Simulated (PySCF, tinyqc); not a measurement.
Worked calculation: harmonic frequencies on the LDA (VWN5)/sto-6g surface (energies and gradients from PySCF), for CH+, spin multiplicity 1. The lowest restricted solution is unstable here: a spin-polarised one lies 0.0007 hartree lower (PySCF). Computed by tinyqc, a small Python program that keeps every step (integrals from PySCF). Settings: charge = 1, multiplicity = 1, basis = sto-6g, functional = lda,vwn, delta = 0.002. Command: `OMP_NUM_THREADS=1 python tinyqc.py 23181 23182 out.jsonl` (the two numbers bound the seeds that draw the settings). One thread of a shared host (Intel(R) Xeon(R) Processor @ 2.60GHz), about 4 s of CPU time with the checks.

## One row of the Hessian: 1Cz

optimised positions (bohr):
```
         x       y        z
1C  0.0000  0.0000  -0.0124
2H  0.0000  0.0000   2.3254
```

gradient at +delta (hartree/bohr):
```
           x         y          z
1C  0.000000  0.000000   0.000539
2H  0.000000  0.000000  -0.000539
```

gradient at -delta (hartree/bohr):
```
           x         y          z
1C  0.000000  0.000000  -0.000490
2H  0.000000  0.000000   0.000490
```

Displace 1Cz by +/-0.002 bohr; H(k, :) = (g(+) - g(-)) / (2 delta).

row of the Hessian (hartree/bohr^2): 1Cx 0.000000, 1Cy 0.000000, 1Cz 0.257210, 2Hx 0.000000, 2Hy 0.000000, 2Hz -0.257209

## Hessian by finite differences

All rows are made in the same way, and the matrix is symmetrised.

Hessian (symmetrised) (hartree/bohr^2):
```
           1Cx        1Cy        1Cz        2Hx        2Hy        2Hz
1Cx  -0.000010   0.000000   0.000000   0.000011   0.000000   0.000000
1Cy   0.000000  -0.000010   0.000000   0.000000   0.000011   0.000000
1Cz   0.000000   0.000000   0.257210   0.000000   0.000000  -0.257209
2Hx   0.000011   0.000000   0.000000  -0.000013   0.000000   0.000000
2Hy   0.000000   0.000011   0.000000   0.000000  -0.000013   0.000000
2Hz   0.000000   0.000000  -0.257209   0.000000   0.000000   0.257209
```

## Normal modes

masses (u): 1C 12.0000, 2H 1.0078

Diagonalise H_ij / sqrt(m_i m_j); the 5 smallest eigenvalues belong to translations and rotations; wavenumber = sqrt(eigenvalue / 1822.888) x 219474.63; each mode has its largest component positive (the first on a tie); zero-point energy = sum of wavenumbers / 2, with 349.755 1/cm per kcal/mol.

eigenvalues of the mass-weighted Hessian (hartree/(bohr^2 u)): 0.0000  0.0000  0.0000  0.0000  0.0000  0.2766

harmonic wavenumbers of the vibrations (1/cm): 2703.7

mass-weighted modes:
```
      mode 1
1Cx   0.0000
1Cy   0.0000
1Cz  -0.2783
2Hx   0.0000
2Hy   0.0000
2Hz   0.9605
```

zero-point energy = 3.8652 kcal/mol
